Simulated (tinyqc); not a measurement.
Worked calculation (part 3 of 3): UHF in the sto-6g basis, for LiH, spin multiplicity 1. Computed by tinyqc, a small Python program that keeps every step (integrals from PySCF). Command: `OMP_NUM_THREADS=1 python tinyqc.py 25176 25177 out.jsonl` (the two numbers bound the seeds that draw the settings). One thread of a shared host (Intel(R) Xeon(R) Processor @ 2.60GHz), about 0.2 s of CPU time with the checks.

Geometry (angstrom):
```
atom        x        y        z
Li    0.00000  0.00000  0.00000
H     0.00000  0.00000  1.99400
```

## Iteration 25 (converged): orbitals

converged F(alpha) (hartree), order 1Li 1s, 1Li 2s, 1Li 2px, 1Li 2py, 1Li 2pz, 2H 1s:
$$\begin{pmatrix}
-2.39920 & -0.61934 & 0.00000 & 0.00000 & 0.01367 & -0.07796 \\
-0.61934 & -0.19554 & 0.00000 & 0.00000 & -0.07399 & -0.21411 \\
0.00000 & 0.00000 & 0.16048 & 0.00000 & 0.00000 & 0.00000 \\
0.00000 & 0.00000 & 0.00000 & 0.16048 & 0.00000 & 0.00000 \\
0.01367 & -0.07399 & 0.00000 & 0.00000 & 0.03909 & -0.20811 \\
-0.07796 & -0.21411 & 0.00000 & 0.00000 & -0.20811 & -0.09715
\end{pmatrix}$$

converged F(beta) (hartree), order 1Li 1s, 1Li 2s, 1Li 2px, 1Li 2py, 1Li 2pz, 2H 1s:
$$\begin{pmatrix}
-2.39920 & -0.61934 & 0.00000 & 0.00000 & 0.01367 & -0.07796 \\
-0.61934 & -0.19554 & 0.00000 & 0.00000 & -0.07399 & -0.21411 \\
0.00000 & 0.00000 & 0.16048 & 0.00000 & 0.00000 & 0.00000 \\
0.00000 & 0.00000 & 0.00000 & 0.16048 & 0.00000 & 0.00000 \\
0.01367 & -0.07399 & 0.00000 & 0.00000 & 0.03909 & -0.20812 \\
-0.07796 & -0.21411 & 0.00000 & 0.00000 & -0.20812 & -0.09715
\end{pmatrix}$$

X, order 1Li 1s, 1Li 2s, 1Li 2px, 1Li 2py, 1Li 2pz, 2H 1s:
$$\begin{pmatrix}
1.02233 & -0.12701 & 0.00000 & 0.00000 & -0.00658 & 0.01677 \\
-0.12701 & 1.06701 & 0.00000 & 0.00000 & 0.06156 & -0.18792 \\
0.00000 & 0.00000 & 1.00000 & 0.00000 & 0.00000 & 0.00000 \\
0.00000 & 0.00000 & 0.00000 & 1.00000 & 0.00000 & 0.00000 \\
-0.00658 & 0.06156 & 0.00000 & 0.00000 & 1.08367 & -0.25640 \\
0.01677 & -0.18792 & 0.00000 & 0.00000 & -0.25640 & 1.12746
\end{pmatrix}$$

Diagonalise F' = X^T F X, C = X C', fill 2 alpha and 2 beta electrons from the bottom; D(s) = C_occ C_occ^T. Each column has its largest component positive (the first on a tie).

F' = X^T F X (alpha) (hartree):
$$\begin{pmatrix}
-2.35189 & -0.33957 & 0.00000 & 0.00000 & 0.01279 & 0.01055 \\
-0.33957 & -0.01972 & 0.00000 & 0.00000 & 0.00863 & -0.21822 \\
0.00000 & 0.00000 & 0.16048 & 0.00000 & 0.00000 & 0.00000 \\
0.00000 & 0.00000 & 0.00000 & 0.16048 & 0.00000 & 0.00000 \\
0.01279 & 0.00863 & 0.00000 & 0.00000 & 0.15125 & -0.25736 \\
0.01055 & -0.21822 & 0.00000 & 0.00000 & -0.25736 & 0.07626
\end{pmatrix}$$

orbital energies (alpha) (hartree): MO1 -2.40055, MO2 -0.25096, MO3 0.07325, MO4 0.16048, MO5 0.16048, MO6 0.43417

coefficients C (alpha), order 1Li 1s, 1Li 2s, 1Li 2px, 1Li 2py, 1Li 2pz, 2H 1s:
$$\begin{pmatrix}
0.99408 & -0.14142 & -0.20376 & 0.00000 & 0.00000 & 0.10911 \\
0.02395 & 0.47662 & 0.80037 & 0.00000 & 0.00000 & -0.57046 \\
0.00000 & 0.00000 & 0.00000 & 0.36655 & 0.93040 & 0.00000 \\
0.00000 & 0.00000 & 0.00000 & 0.93040 & -0.36655 & 0.00000 \\
-0.00482 & 0.33481 & -0.59915 & 0.00000 & 0.00000 & -0.87910 \\
-0.00008 & 0.58559 & -0.17384 & 0.00000 & 0.00000 & 0.99968
\end{pmatrix}$$

F' = X^T F X (beta) (hartree):
$$\begin{pmatrix}
-2.35189 & -0.33957 & 0.00000 & 0.00000 & 0.01279 & 0.01055 \\
-0.33957 & -0.01971 & 0.00000 & 0.00000 & 0.00863 & -0.21822 \\
0.00000 & 0.00000 & 0.16048 & 0.00000 & 0.00000 & 0.00000 \\
0.00000 & 0.00000 & 0.00000 & 0.16048 & 0.00000 & 0.00000 \\
0.01279 & 0.00863 & 0.00000 & 0.00000 & 0.15125 & -0.25736 \\
0.01055 & -0.21822 & 0.00000 & 0.00000 & -0.25736 & 0.07625
\end{pmatrix}$$

orbital energies (beta) (hartree): MO1 -2.40055, MO2 -0.25097, MO3 0.07325, MO4 0.16048, MO5 0.16048, MO6 0.43417

coefficients C (beta), order 1Li 1s, 1Li 2s, 1Li 2px, 1Li 2py, 1Li 2pz, 2H 1s:
$$\begin{pmatrix}
0.99408 & -0.14142 & -0.20377 & 0.00000 & 0.00000 & 0.10911 \\
0.02395 & 0.47660 & 0.80038 & 0.00000 & 0.00000 & -0.57046 \\
0.00000 & 0.00000 & 0.00000 & -0.40598 & 0.91388 & 0.00000 \\
0.00000 & 0.00000 & 0.00000 & 0.91388 & 0.40598 & 0.00000 \\
-0.00482 & 0.33481 & -0.59914 & 0.00000 & 0.00000 & -0.87910 \\
-0.00008 & 0.58560 & -0.17383 & 0.00000 & 0.00000 & 0.99968
\end{pmatrix}$$

D(alpha) after iteration 25, order 1Li 1s, 1Li 2s, 1Li 2px, 1Li 2py, 1Li 2pz, 2H 1s:
$$\begin{pmatrix}
1.00819 & -0.04360 & 0.00000 & 0.00000 & -0.05214 & -0.08289 \\
-0.04360 & 0.22774 & 0.00000 & 0.00000 & 0.15946 & 0.27910 \\
0.00000 & 0.00000 & 0.00000 & 0.00000 & 0.00000 & 0.00000 \\
0.00000 & 0.00000 & 0.00000 & 0.00000 & 0.00000 & 0.00000 \\
-0.05214 & 0.15946 & 0.00000 & 0.00000 & 0.11212 & 0.19606 \\
-0.08289 & 0.27910 & 0.00000 & 0.00000 & 0.19606 & 0.34292
\end{pmatrix}$$

D(beta) after iteration 25, order 1Li 1s, 1Li 2s, 1Li 2px, 1Li 2py, 1Li 2pz, 2H 1s:
$$\begin{pmatrix}
1.00818 & -0.04360 & 0.00000 & 0.00000 & -0.05214 & -0.08289 \\
-0.04360 & 0.22772 & 0.00000 & 0.00000 & 0.15946 & 0.27909 \\
0.00000 & 0.00000 & 0.00000 & 0.00000 & 0.00000 & 0.00000 \\
0.00000 & 0.00000 & 0.00000 & 0.00000 & 0.00000 & 0.00000 \\
-0.05214 & 0.15946 & 0.00000 & 0.00000 & 0.11212 & 0.19607 \\
-0.08289 & 0.27909 & 0.00000 & 0.00000 & 0.19607 & 0.34292
\end{pmatrix}$$

Within a degenerate level the vectors are fixed only up to a rotation; this is one choice.

## Convergence

Stop when the energy changes by less than 1e-09 hartree and every element of the error matrix X^T (F D S - S D F) X (for each spin) is below 9e-06.

Course of the cycle:
```
iteration  E (hartree)     change  largest element of the error matrix
1           -7.7762461          -                             1.40e-01
2           -7.8884218  -1.12e-01                             6.17e-02
3           -7.9072865  -1.89e-02                             3.95e-02
4           -7.9152391  -7.95e-03                             1.69e-02
5           -7.9170119  -1.77e-03                             8.13e-03
6           -7.9177275  -7.16e-04                             7.18e-03
7           -7.9194845  -1.76e-03                             5.36e-03
8           -7.9199946  -5.10e-04                             4.32e-03
9           -7.9206543  -6.60e-04                             3.35e-03
10          -7.9207869  -1.33e-04                             2.98e-03
11          -7.9208123  -2.54e-05                             2.84e-03
12          -7.9208933  -8.10e-05                             2.39e-03
13          -7.9209623  -6.90e-05                             1.14e-03
14          -7.9209921  -2.98e-05                             1.06e-03
15          -7.9210175  -2.54e-05                             4.74e-04
16          -7.9210319  -1.44e-05                             4.26e-04
17          -7.9210340  -2.10e-06                             2.25e-04
18          -7.9210369  -2.86e-06                             1.68e-04
19          -7.9210388  -1.91e-06                             1.71e-04
20          -7.9210393  -5.12e-07                             8.88e-05
21          -7.9210394  -1.33e-07                             4.63e-05
22          -7.9210394  -3.19e-08                             2.14e-05
23          -7.9210395  -6.51e-09                             8.64e-06
24          -7.9210395  -1.06e-09                             3.40e-06
25          -7.9210395  -1.60e-10                             1.30e-06
```

PySCF UHF in the same basis, after a stability check = -7.9210395 hartree

Converged in 25 iterations.

## Populations, bond orders and dipole

overlap S, order 1Li 1s, 1Li 2s, 1Li 2px, 1Li 2py, 1Li 2pz, 2H 1s:
$$\begin{pmatrix}
1.00000 & 0.23574 & 0.00000 & 0.00000 & 0.00000 & 0.02903 \\
0.23574 & 1.00000 & 0.00000 & 0.00000 & 0.00000 & 0.30294 \\
0.00000 & 0.00000 & 1.00000 & 0.00000 & 0.00000 & 0.00000 \\
0.00000 & 0.00000 & 0.00000 & 1.00000 & 0.00000 & 0.00000 \\
0.00000 & 0.00000 & 0.00000 & 0.00000 & 1.00000 & 0.42157 \\
0.02903 & 0.30294 & 0.00000 & 0.00000 & 0.42157 & 1.00000
\end{pmatrix}$$

Mulliken: Z minus the diagonal of D S on the atom; Loewdin: the same with S^(1/2) D S^(1/2); Mayer order: 2 sum_s sum (D(s) S)_ij (D(s) S)_ji over the two atoms.

Charges (e):
```
atom  Mulliken   Loewdin  Mulliken spin
1Li    0.01544   0.01271       9.87e-06
2H    -0.01544  -0.01271      -9.87e-06
```

Mayer bond orders:
```
pair    order
2-1   0.99976
```

dipole moment about the origin, x y z (debye): [0.00000, 0.00000, -5.09427]

<S^2> of the determinant (pure state: 0) = 3.61e-10
